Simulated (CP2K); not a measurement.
# GFN2-xTB run of C2H3F3 (1,1,1-trifluoroethane)

Aim: the energy difference between two shapes of C2H3F3 (1,1,1-trifluoroethane) at GFN2-xTB, from 2 runs. 

The results are computed with CP2K 2026.2.

1 further run of the same task is left out (set aside as unsound or not needed).

### 1 The molecule

The species is C2H3F3 (8 atoms), meant as a singlet with charge 0. SMILES: `CC(F)(F)F`. Geometry: relaxed at PBE0-D4/def2-TZVP.

Bond lengths: C1–C2 1.497 Å, C2–F3 1.341 Å, C2–F4 1.341 Å, C2–F5 1.341 Å, C1–H6 1.089 Å, C1–H7 1.089 Å, C1–H8 1.089 Å. Some angles: C1–C2–F3 111.8°, C1–C2–F4 111.8°, C1–C2–F5 111.8°, F3–C2–F4 107.1°, F3–C2–F5 107.1°, F4–C2–F5 107.1°, C2–C1–H6 109.3°, C2–C1–H7 109.3°, C2–C1–H8 109.3°, H6–C1–H7 109.7°.

### 2 A single-point energy at GFN2-xTB

calc.inp

```
&global
    project_name calc
    run_type ENERGY
    print_level MEDIUM
&end global

&force_eval
    method QUICKSTEP
    &dft
        charge 0
        multiplicity 1
        &qs
            method XTB
            eps_default 1.0E-10
            &xtb
                gfn_type TBLITE
                &tblite
                    method GFN2
                &end tblite
                check_atomic_charges F
            &end xtb
        &end qs
        &poisson
            periodic NONE
            poisson_solver ANALYTIC
        &end poisson
        &scf
            scf_guess ATOMIC
            eps_scf 1.0E-07
            max_scf 150
            added_mos 4
            &diagonalization
                algorithm STANDARD
            &end diagonalization
            &mixing
                method DIRECT_P_MIXING
                alpha 0.4
            &end mixing
        &end scf
        # extra output
        &print
            &moments
                periodic F
                reference COM
                max_moment 1
            &end moments
            &mo ON
                energies T
                occupation_numbers T
                ndigits 6
                &each
                    qs_scf 0
                &end each
                add_last NUMERIC
            &end mo
            &hirshfeld OFF
            &end hirshfeld
        &end print
    &end dft
    &subsys
        &cell
            abc [angstrom] 15.2 14.6 15.1
            periodic NONE
        &end cell
        &coord
            UNIT bohr
            C     -1.1629375    -0.2673962     0.8910059
            C      1.0537113     0.2076809    -0.8006770
            F      3.1989284    -0.7218754     0.1774453
            F      0.7468198    -0.8658725    -3.0759072
            F      1.4252314     2.6839780    -1.1903385
            H     -0.8345031     0.6345700     2.7115680
            H     -1.3946179    -2.2952614     1.1550006
            H     -2.8583997     0.5160842     0.0264562
        &end coord
        &topology
            &center_coordinates
            &end center_coordinates
        &end topology
    &end subsys
&end force_eval
```

Command:

```
OMP_NUM_THREADS=1 cp2k.psmp -i calc.inp -o calc.out
```

The program printed:

```text
CP2K| version string:                                       CP2K version 2026.2
[...]
 GLOBAL| Method name                                                        CP2K
[...]
 GLOBAL| Run type                                                         ENERGY
[...]
                             - Atoms:                                          8
[...]
                             - Spherical basis functions:                     23
[...]
 Number of electrons:                                                         32
[...]
  *** SCF run converged in    12 steps ***
[...]
  Fermi energy:                                                 0.00653047759999
[...]
 TB_DIPOLE| Moment [Debye]         -2.26094108      -0.48396777       1.72582740
 TB_DIPOLE| Derivative [a.u.]       0.00000000       0.00000000       0.00000000
[...]
 ENERGY| Total FORCE_EVAL ( QS ) energy [hartree]            -20.022735198928487
[...]
```

Wall time 0.88 s (1 thread of Intel Xeon 6975P-C (Granite Rapids), shared host); peak memory 0.19 GiB.

### 3 The distorted shape at the same level

molecule.inp

```
&GLOBAL
 PROJECT molecule
 RUN_TYPE ENERGY
 PRINT_LEVEL MEDIUM
&END GLOBAL

&FORCE_EVAL
 METHOD QS
 &DFT
  CHARGE 0
  MULTIPLICITY 1
  &QS
   METHOD XTB
   EPS_DEFAULT 1.0E-10
   &XTB
    GFN_TYPE TBLITE
    &TBLITE
     METHOD GFN2
    &END TBLITE
    CHECK_ATOMIC_CHARGES F
   &END XTB
  &END QS
  &POISSON
   PERIODIC NONE
   POISSON_SOLVER ANALYTIC
  &END POISSON
  &SCF
   SCF_GUESS ATOMIC
   EPS_SCF 1.0E-07
   MAX_SCF 150
   ADDED_MOS 4
   &DIAGONALIZATION
    ALGORITHM STANDARD
   &END DIAGONALIZATION
   &MIXING
    METHOD DIRECT_P_MIXING
    ALPHA 0.4
   &END MIXING
  &END SCF
  &PRINT
   &MOMENTS
    PERIODIC F
    REFERENCE COM
    MAX_MOMENT 1
   &END MOMENTS
   &MO ON
    ENERGIES T
    OCCUPATION_NUMBERS T
    NDIGITS 6
    &EACH
     QS_SCF 0
    &END EACH
    ADD_LAST NUMERIC
   &END MO
   &HIRSHFELD OFF
   &END HIRSHFELD
  &END PRINT
 &END DFT
 &SUBSYS
  &CELL
   ABC [angstrom] 15.2 14.6 15.1
   PERIODIC NONE
  &END CELL
  &COORD
   UNIT bohr
   C     -1.1205377    -0.2544932     0.9208106
   C      1.0824484     0.2211584    -0.8488196
   F      3.2254904    -0.7136570     0.1829860
   F      0.7630053    -0.9334775    -3.0742632
   F      1.4032993     2.6329214    -1.1860658
   H     -0.8344936     0.6314217     2.7213549
   H     -1.3458176    -2.3439520     1.1752093
   H     -2.8495161     0.5383206     0.0245457
  &END COORD
  &TOPOLOGY
   &CENTER_COORDINATES
   &END CENTER_COORDINATES
  &END TOPOLOGY
 &END SUBSYS
&END FORCE_EVAL
```

Command:

```
OMP_NUM_THREADS=1 cp2k.psmp -i molecule.inp > molecule.out 2>&1
```

The program printed:

```text
CP2K| version string:                                       CP2K version 2026.2
[...]
 GLOBAL| Method name                                                        CP2K
[...]
 GLOBAL| Run type                                                         ENERGY
[...]
                             - Atoms:                                          8
[...]
                             - Spherical basis functions:                     23
[...]
 Number of electrons:                                                         32
[...]
  *** SCF run converged in    13 steps ***
[...]
  Fermi energy:                                                 0.00050919570533
[...]
 TB_DIPOLE| Moment [Debye]         -2.18778795      -0.25409377       1.57666691
 TB_DIPOLE| Derivative [a.u.]       0.00000000       0.00000000       0.00000000
[...]
 ENERGY| Total FORCE_EVAL ( QS ) energy [hartree]            -20.019687163582191
[...]
```

Wall time 0.87 s (1 thread of Intel Xeon 6975P-C (Granite Rapids), shared host); peak memory 0.19 GiB.

### 4 Outcome

Level: GFN2-xTB.

| quantity | value |
| --- | --- |
| first shape: total energy | -20.02274 Eh |
| first shape: dipole moment (from atomic charges alone) | 2.89 D |
| first shape: HOMO energy | -13.66 eV |
| first shape: LUMO energy | 1.07 eV |
| first shape: HOMO–LUMO gap | 14.73 eV |
| distorted shape: total energy | -20.01969 Eh |
| distorted shape: dipole moment (from atomic charges alone) | 2.71 D |
| distorted shape: HOMO energy | -13.54 eV |
| distorted shape: LUMO energy | 0.89 eV |
| distorted shape: HOMO–LUMO gap | 14.43 eV |
| energy change with the atoms displaced | 0.083 eV |

What this shows: With the atoms displaced the energy rises by 0.08 eV (8.0 kJ/mol). The first shape isn't relaxed at this level, so the change isn't measured from a minimum. The dipole (first shape) comes from point charges on the atoms alone, without atomic dipoles, so it is partial. The dipole (distorted shape) comes from point charges on the atoms alone, without atomic dipoles, so it is partial.
